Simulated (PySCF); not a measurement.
## Simulated absorption spectrum

Thiourea, CH4N2S.
Geometry (PBE0-D3(BJ)/def2-SVP, Å), atoms numbered from 1 in this order:
```xyz
8
CH4N2S angstrom
N      1.135   -0.215    0.131
C     -0.035    0.452   -0.022
N     -1.157   -0.305    0.057
S     -0.091    2.093   -0.287
H      1.970    0.352    0.180
H      1.171   -1.149    0.519
H     -1.123   -1.313   -0.027
H     -2.025    0.161   -0.165
```

Method used: TDDFT wB97X-D/def2-SVPD, vertical, gas phase, core orbitals frozen in the response (PySCF).

Computed states:

```tsv
state	E (eV)	f
S1	4.17	0.0002
S2	5.34	0.218
S3	5.89	0.070
S4	6.03	0.019
S5	6.65	0.0052
S6	6.93	0.0012
```

Broadening: Gaussians 0.4 eV wide at half height, area fixed by f = 4.319×10⁻⁹ ∫ε dν̃. The width is an assumption, not a result. The curve ends short of the highest state used, and states not computed would add to its high-energy end.

Task: Give the broadened spectrum and its maxima.

Result: 
| E (eV) | ε (L mol⁻¹ cm⁻¹) |
| --- | --- |
| 3.57 | 0 |
| 3.65 | 0 |
| 3.73 | 1 |
| 3.80 | 1 |
| 3.88 | 4 |
| 3.96 | 7 |
| 4.04 | 12 |
| 4.12 | 15 |
| 4.20 | 15 |
| 4.28 | 12 |
| 4.36 | 8 |
| 4.44 | 4 |
| 4.52 | 2 |
| 4.59 | 1 |
| 4.67 | 6 |
| 4.75 | 33 |
| 4.83 | 152 |
| 4.91 | 566 |
| 4.99 | 1685 |
| 5.07 | 4019 |
| 5.15 | 7679 |
| 5.23 | 11755 |
| 5.31 | 14423 |
| 5.39 | 14218 |
| 5.46 | 11817 |
| 5.54 | 8130 |
| 5.62 | 5345 |
| 5.70 | 4387 |
| 5.78 | 4833 |
| 5.86 | 5565 |
| 5.94 | 5624 |
| 6.02 | 4747 |
| 6.10 | 3325 |
| 6.18 | 1941 |
| 6.25 | 1057 |
| 6.33 | 485 |

Maxima: 298 nm (4.17 eV), ε about 16, made up of S1 (100%); 232 nm (5.34 eV), ε about 15000, made up of S2 (100%); 210 nm (5.91 eV), ε about 5700, made up of S3 (81%) and S4 (17%) (ε in L mol⁻¹ cm⁻¹; maxima over ε = 5, shares over 10%).

Task: Coming from long wavelengths, where does ε first pass 100 L mol⁻¹ cm⁻¹?

Result: At about 258 nm (4.81 eV), 0.64 eV above S1.

Task: What would ε be at 5.34 eV, the highest of these maxima, with half the width (0.2 eV)?

Result: About 29400 L mol⁻¹ cm⁻¹ against 14700, a factor of about 1.99; a lone state at its own centre would give exactly 2.

Task: On this curve, what absorbance would a 10⁻⁴ mol/L sample give at 254 nm over a 1 cm path?

Result: 254 nm is 4.881 eV, where ε is about 360 L mol⁻¹ cm⁻¹, so A = ε c l ≈ 0.036 (Beer–Lambert, with the gas-phase spectrum and the assumed width).

One conformer stands for the species.
